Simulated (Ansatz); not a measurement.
For rutile SnO₂, PBE in Ansatz (plane waves, PAW) gives:

equilibrium lattice constant a: 4.828 Å
c axis length: 3.238 Å
cohesive energy: 4.75 eV/atom
band gap at the measured cell (atoms relaxed with PBEsol): 1.26 eV
elastic constant C11: 209 GPa
elastic constant C44: 84.6 GPa
polycrystal shear modulus: 84.3 GPa
enthalpy of formation: -1.626 eV/atom

Task: What does HSE06 (Ansatz, a program for electronic structure, PAW) give for the same quantities?

Result: 
- lattice constant a: 4.755 Å (shrinks by 1.5 %)
- lattice parameter c: 3.188 Å (falls by 1.5 %)
- cohesive energy: 4.55 eV/atom (drops by 0.20 eV/atom)
- band gap at the measured cell (atoms relaxed with PBEsol): 3.01 eV (goes up by 1.75 eV)
- elastic constant C11: 259 GPa (grows by 24 %)
- elastic constant C44: 101 GPa (increases by 19 %)
- Voigt–Reuss–Hill shear modulus: 101 GPa (goes up by 20 %)
- formation enthalpy: -1.722 eV/atom (moves by -0.096 eV/atom)

For comparison: lattice constant a 4.737 Å (measured, room temperature, no zero-point or thermal correction; as tabulated in Hiroi (2015), arXiv:1503.02262); lattice parameter c 3.186 Å (measured, room temperature, not corrected to a static lattice; as tabulated in Hiroi (2015), arXiv:1503.02262); band gap 3.81 eV (measured, zero-point renormalisation of 215 meV (computed, non-adiabatic AHC, without the lattice-expansion part) added back here to the 1.8 K gap of; inputs from Miglio et al. (2020), arXiv:2011.12765); elastic constant C11 262 GPa (measured, temperature not stated, no zero-point or thermal correction; as tabulated in Oses et al. (2018), arXiv:1811.08464); elastic constant C44 103 GPa (measured, temperature not stated, not corrected to a static lattice; as tabulated in Oses et al. (2018), arXiv:1811.08464); Voigt–Reuss–Hill shear modulus 102 GPa (measured, temperature not stated, no zero-point or thermal correction, Hill average of measured single-crystal constants; as tabulated in Oses et al. (2018), arXiv:1811.08464); formation enthalpy -1.973 ± 0.0007 eV/atom (measured, 0 K, taken to 0 K with the table's H(298.15)-H(0) of compound and elements; zero-point energies not removed; as tabulated in Cox, Wagman, Medvedev, CODATA Key Values for Thermodynamics (1989)).

Changes are worked out from the printed values.

Unless a cell is named, each level is at its own relaxed cell (PBE 12.58, HSE06 12.02 Å³/atom).

Levels without +SOC leave out spin–orbit coupling, which shifts energies and cells of such heavy elements.

Spin–orbit coupling is included only where a level's name says +SOC; with heavier elements it mostly lowers gaps and can invert bands. Density-functional gaps are differences of (generalised) Kohn–Sham levels.

Caveats: exact exchange on metals is sensitive to the k mesh and can open a false gap (HSE06). Ansatz's density-functional and Hartree–Fock values are scalar-relativistic unless marked +SOC, with PAW data made under PBE.
